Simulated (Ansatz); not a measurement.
## C2H4S, singlet in 6-31G: errors against RCCSDTQ

Geometry: MP2(full)/6-31G*, from the G2/97 set.

| atom | x (Å) | y (Å) | z (Å) |
| --- | --- | --- | --- |
| C | 0.0000 | -0.7397 | -0.8641 |
| S | 0.0000 | 0.0000 | 0.7917 |
| C | 0.0000 | 0.7397 | -0.8641 |
| H | -0.9139 | -1.2501 | -1.1486 |
| H | 0.9139 | -1.2501 | -1.1486 |
| H | 0.9139 | 1.2501 | -1.1486 |
| H | -0.9139 | 1.2501 | -1.1486 |

Basis 6-31G; Ansatz 0.2.0. Correlated methods freeze the noble-gas cores, which leaves 18 electrons in 32 orbitals. Prefix R: restricted or restricted open-shell reference. Active spaces: frontier = (8e, 8o) about the gap.

Full CI isn't at hand for all of this; RCCSDTQ serves as the reference, and is uncertain by about the last step of the cluster series.

The UHF ⟨S²⟩ is 0.000 and the T1 diagnostic (RCCSD) is 0.0083. The largest doubles amplitude (RCCSD) is 0.073.

```csv
level,E − E(RCCSDTQ) (kJ/mol),share of correlation (%),wall time
RHF,715.1,0.00,–
RMP2,96.8,86.46,–
CISD,85.1,88.10,1.2 s
RCCSD,20.2,97.17,–
RCCSD(T),2.7,99.62,0.45 s
BCCD(T),2.7,99.62,0.51 s
RCCSDT,1.3,99.81,–
CISDTQ,6.5,99.08,3.1 min (H100)
RCCSDT(Q),-0.1,100.01,5.5 s
CASSCF (frontier space),472.4,33.94,–
MRCISD (frontier space),38.6,94.60,–
MRCISD+Q (frontier space),5.6,99.22,12 s
```

The correlation energy at RCCSDTQ, counted from RHF, is -7.412 eV. That run took 8 s on 5 threads of AMD EPYC 7R13 with a whole H100 80 GB, shared host.

Times hold each run's SCF and search for its determinant on a shared host, so for small cases they say little of a method's own cost; rows without a card ran on 1 thread of AMD EPYC 7R13.

Atomization energy (electronic, same basis, no zero-point term; atoms at the same level, unrestricted beside the R rows where the molecule is a closed shell, with restricted open-shell steps beyond CCSDT(Q)) at RCCSDTQ: 2170.6 kJ/mol. Errors of other levels:

| level | error (kJ/mol) |
| --- | --- |
| RHF | -457.7 |
| RMP2 | -8.7 |
| CISD | -80.6 |
| RCCSD | -17.1 |
| RCCSD(T) | -1.8 |
| BCCD(T) | -1.7 |
| RCCSDT | -1.4 |
| CISDTQ | -6.4 |
| RCCSDT(Q) | 0.0 |

This basis is far from its limit, so the value isn't to be set against a measured one. Truncated CI isn't size-consistent, which counts against it in atomization.
